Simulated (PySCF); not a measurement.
Species: methyl propyl ether, C₄H₁₀O.
SMILES with atom numbers: `[CH3:1][CH2:2][CH2:3][O:4][CH3:5]` (hydrogens: H6, H7, H8 on C1; H9, H10 on C2; H11, H12 on C3; H13, H14, H15 on C5)

The same species was optimised twice, with GFN2-xTB and with PBE0-D3(BJ)/def2-SVP (PySCF), and the same property calculations (PySCF, gas phase) were run on both structures.

| coordinate | GFN2-xTB | PBE0-D3(BJ)/def2-SVP | change |
| --- | --- | --- | --- |
| C1–H8 (Å) | 1.088 | 1.102 | +0.014 |
| C1–H7 (Å) | 1.088 | 1.102 | +0.014 |
| C3–O4 (Å) | 1.410 | 1.396 | -0.014 |
| C1–H6 (Å) | 1.087 | 1.100 | +0.013 |
| C2–H9 (Å) | 1.091 | 1.103 | +0.012 |
| C2–H10 (Å) | 1.091 | 1.103 | +0.012 |
| C5–H13 (Å) | 1.088 | 1.099 | +0.011 |
| C5–H14 (Å) | 1.098 | 1.109 | +0.011 |
| O4–C5 (Å) | 1.402 | 1.390 | -0.012 |
| C5–H15 (Å) | 1.098 | 1.109 | +0.011 |
| C2–C3 (Å) | 1.524 | 1.513 | -0.011 |
| C3–H11 (Å) | 1.103 | 1.112 | +0.009 |
| C3–H12 (Å) | 1.103 | 1.112 | +0.009 |
| C1–C2 (Å) | 1.523 | 1.519 | -0.004 |
| H9–C2–H10 (°) | 107.7 | 106.2 | -1.5 |
| H11–C3–H12 (°) | 107.7 | 106.2 | -1.5 |
| C1–C2–C3 (°) | 111.4 | 112.8 | +1.4 |
| O4–C5–H13 (°) | 106.8 | 108.1 | +1.3 |
| H13–C5–H15 (°) | 109.5 | 108.4 | -1.1 |
| H13–C5–H14 (°) | 109.4 | 108.4 | -1.0 |
| H6–C1–H7 (°) | 108.5 | 107.5 | -1.0 |
| H6–C1–H8 (°) | 108.5 | 107.4 | -1.1 |
| C1–C2–C3–O4 (°) | 180 | 180 | 0 |
| C2–C3–O4–C5 (°) | 180 | 180 | 0 |

Rotational constants: A = 20068, B = 2131, C = 2024 MHz (GFN2-xTB) against A = 20307, B = 2132, C = 2028 MHz (PBE0-D3(BJ)/def2-SVP). Point groups within 0.08 Å: Cs and Cs.

On the GFN2-xTB structure: HOMO (eV) -7.28 [PBE0/pcSseg-1]; LUMO (eV) 1.57 [PBE0/pcSseg-1]; dipole (D) 1.19 [PBE0/pcSseg-1]; GIAO shielding of C1 (ppm) 175.2 [PBE0/pcSseg-1]; GIAO shielding of C2 (ppm) 159.2 [PBE0/pcSseg-1]; GIAO shielding of C3 (ppm) 106.3 [PBE0/pcSseg-1]; GIAO shielding of O4 (ppm) 306.8 [PBE0/pcSseg-1]; GIAO shielding of C5 (ppm) 125.4 [PBE0/pcSseg-1].

What do these properties become on the PBE0-D3(BJ)/def2-SVP structure?

```tsv
property	level	on GFN2-xTB	on PBE0-D3(BJ)/def2-SVP	change
HOMO (eV)	PBE0/pcSseg-1	-7.28	-7.31	-0.03
LUMO (eV)	PBE0/pcSseg-1	1.57	1.56	-0.01
dipole (D)	PBE0/pcSseg-1	1.19	1.13	-0.06
energy, GFN2-xTB geometry as zero (kcal/mol)	PBE0/pcSseg-1	0.0	-0.2	-0.2
GIAO shielding of C1 (ppm)	PBE0/pcSseg-1	175.2	173.2	-2.0
GIAO shielding of C2 (ppm)	PBE0/pcSseg-1	159.2	158.2	-1.0
GIAO shielding of C3 (ppm)	PBE0/pcSseg-1	106.3	107.1	+0.8
GIAO shielding of O4 (ppm)	PBE0/pcSseg-1	306.8	308.8	+2.0
GIAO shielding of C5 (ppm)	PBE0/pcSseg-1	125.4	125.1	-0.3
```

The heavy atoms differ by 0.012 Å rms after alignment. Among all bonds C1–H6, C1–H7, C1–H8 and C3–O4 change most and about equally (-0.014 to +0.014 Å). Changes are differences of the printed values. Neither structure is proved a minimum here.

Conformer computed: `[CH3:1][CH2:2][CH2:3][O:4][CH3:5]`: C1–C2–C3–O4 180°, C2–C3–O4–C5 180°.
